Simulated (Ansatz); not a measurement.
# CHNO: the cost of one run

All numbers are computed with Ansatz 0.2.0, driven from Python. Level of theory: PBE/cc-pVDZ.

## (1) The system

Bond lengths: N1–C2 1.170 Å, C2–O3 1.173 Å, N1–H4 1.023 Å. Angles: N1–C2–O3 178.5°, C2–N1–H4 109.3°.

No structure file is read: the coordinates are typed or built in the script.

## (2) Script

Input file chno.py:

```python
import itertools
import warnings

import ansatz as az
from ase.data import atomic_numbers, covalent_radii
import numpy as np
from rdkit import Chem
from rdkit.Chem import AllChem

BASIS_SET = 'cc-pVDZ'
FUNCTIONAL = 'pbe'
NET_CHARGE = 1

warnings.simplefilter('ignore', az.DeckWarning)

rd = Chem.AddHs(Chem.MolFromSmiles('N=C=O'))
AllChem.EmbedMolecule(rd, randomSeed=29)
AllChem.UFFOptimizeMolecule(rd)
molecule = az.Crystal.molecule()
for atom, xyz in zip(rd.GetAtoms(), rd.GetConformer().GetPositions()):
    molecule = molecule.atom(atom.GetSymbol(), xyz.round(5).tolist())

calc = (
    molecule.calculation()
    .basis(gaussian=BASIS_SET)
    .functional(FUNCTIONAL)
)
symbols = [site.symbol for site in molecule.cartesian_sites]
start = np.array([site.position_ang for site in molecule.cartesian_sites], dtype=float)
summary = calc.relax(force_tolerance=0.01).run(threads=1).report
end = np.array(summary['positions_ang'])

minimum = az.Crystal.molecule()
for symbol, place in zip(symbols, end):
    minimum = minimum.atom(symbol, place.tolist())
ion = (
    minimum.calculation()
    .basis(gaussian=BASIS_SET)
    .functional(FUNCTIONAL)
    .charge(NET_CHARGE)
    .spin('collinear', total=1)
)
vertical = ion.run(threads=1).report
settled = ion.relax(force_tolerance=0.01, max_steps=80).run(threads=1).report
print(f'vertical ionisation energy   {vertical["free_energy_ev"] - summary["free_energy_ev"]:.3f} eV')
print(f'adiabatic, no zero point     {settled["free_energy_ev"] - summary["free_energy_ev"]:.3f} eV')
print(f'relaxation energy of the ion {vertical["free_energy_ev"] - settled["free_energy_ev"]:.3f} eV')
ionised = np.array(settled['positions_ang'])
radius = [covalent_radii[atomic_numbers[s]] for s in symbols]
span = lambda where, i, j: np.linalg.norm(where[i] - where[j])
bonded = [(i, j) for i, j in itertools.combinations(range(len(symbols)), 2) if min(span(end, i, j), span(ionised, i, j)) < 1.2 * (radius[i] + radius[j])]
print('pair        before    after (A)')
for i, j in bonded:
    print(f'{symbols[i]}{i}-{symbols[j]}{j}'.ljust(10), f'{span(end, i, j):8.4f} {span(ionised, i, j):8.4f}')
```

## (3) The input behind the calls

The engine receives this input (first run):

```yaml
crystal:
  periodic: [false, false, false]
  atoms:
    - { symbol: "N", position_ang: [-0.7281, 0.32615, -0.60824] }
    - { symbol: C, position_ang: [0.49781, 0.0976, -0.37002] }
    - { symbol: O, position_ang: [1.69272, -0.12516, -0.13782] }
    - { symbol: H, position_ang: [-1.46244, -0.2986, -0.20928] }
basis:
  gaussian:
    orbitals: cc-pVDZ
hamiltonian:
  xc: pbe
relax:
  f_tol: 0.01
```

## (4) The run

Command:

```
$ python chno.py
```

Q: Estimate wall time and peak memory on 1 thread of Arm Neoverse V2, shared host.

About 21 s, with a peak of 0.25 GiB.
